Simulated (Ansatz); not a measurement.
A run of Ansatz (development build ahead of 0.2.0) on singlet ClF at this shape:

```yaml
atoms:
  - { symbol: Cl, position_ang: [0.0376, -0.0252, -0.5477] }
  - { symbol: F, position_ang: [-0.0140, -0.0448, 1.0919] }
```

Its results:

```json
{
  "Converged": "yes",
  "Total energy": "-558.86034 hartree",
  "Spin squared of the determinant": "0.000"
}
```

(1) Which input gives this output? Name the method, the orbitals and the basis set, and write the input.

Answers

(1) RHF in aug-cc-pVDZ. An unrestricted run that stays on the closed shell gives the same numbers.

```yaml
crystal:
  periodic: [false, false, false]
  atoms:
    - { symbol: Cl, position_ang: [0.03763, -0.02523, -0.54773] }
    - { symbol: F, position_ang: [-0.01399, -0.04478, 1.09186] }
basis:
  gaussian: { orbitals: aug-cc-pVDZ }
hamiltonian:
  xc: hf
```
